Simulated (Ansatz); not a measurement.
**GaAs⁺, quartet along the distance Ga1-As2**

Starting geometry (PBE0/def2-TZVP stationary point for this spin):

```yaml
atoms:
  - { symbol: Ga, position_ang: [0.0000, 0.0000, 0.0000] }
  - { symbol: As, position_ang: [0.0000, 0.0000, 2.7035] }
```

From there As2 moves along the line of the two atoms named below, all else staying in place; atoms are numbered as listed. Energies are in kJ/mol, counted from the starting geometry at the same level.

Basis cc-pVTZ; Ansatz 0.2.0. Only valence electrons are correlated (noble-gas cores and the filled d shells of p-block atoms frozen). Prefix R: restricted or restricted open-shell reference; prefix U: unrestricted. Active spaces: valence = (7e, 8o) chosen from the atoms' valence shells. No spin–orbit coupling is included, and no scalar relativity.

Runs in a small pair space aren't shown, since their orbitals change along the scan.

Full CI isn't at hand for all of this; UCCSDT(Q) serves as the reference, and is uncertain by about the last step of the cluster series. The frozen core follows each run's orbitals, which can shift R against U totals by a few meV for light atoms and by up to 0.1 eV past Ca.

```
distance Ga1-As2 (Å)  UCCSDT(Q)  error RMP2  error UMP2  error RCCSD(T)  error UCCSD(T)  error NEVPT2 (valence space)  error MRCISD (valence space)
               2.468       15.6        -1.1         0.8             0.4             0.3                          -0.1                          -0.5
               2.704        0.0         0.0         0.0             0.0             0.0                           0.0                           0.0
               3.004       -0.5        -2.2        -2.0            -0.5            -0.4                          -0.7                          -0.4
               3.757       17.1        -5.1        -4.7            -1.2            -1.1                          -2.0                          -1.6
               4.949       33.5        -5.6        -5.3            -1.4            -1.4                          -3.4                          -2.4
               7.386       39.1        -5.6        -5.4            -1.4            -1.4                          -4.1                          -2.6
```

Errors are those of relative energies. In total energy the starting point itself misses UCCSDT(Q) by: RMP2 82.8, UMP2 81.0, RCCSD(T) 4.9, UCCSD(T) 3.1, NEVPT2 (valence space) 55.6, MRCISD (valence space) 17.7 kJ/mol.

Spread of the error over the points with a reference, to 7.386 Å (largest less smallest): UCCSD(T) 1.7, RCCSD(T) 1.8, MRCISD (valence space) 2.6, NEVPT2 (valence space) 4.1, RMP2 5.6, UMP2 6.2 kJ/mol.

Going outwards, the relative energy of RMP2 first misses by more than 4.2 kJ/mol (1 kcal/mol) at 3.757 Å.

Going outwards, the relative energy of UMP2 first misses by more than 4.2 kJ/mol (1 kcal/mol) at 3.757 Å.
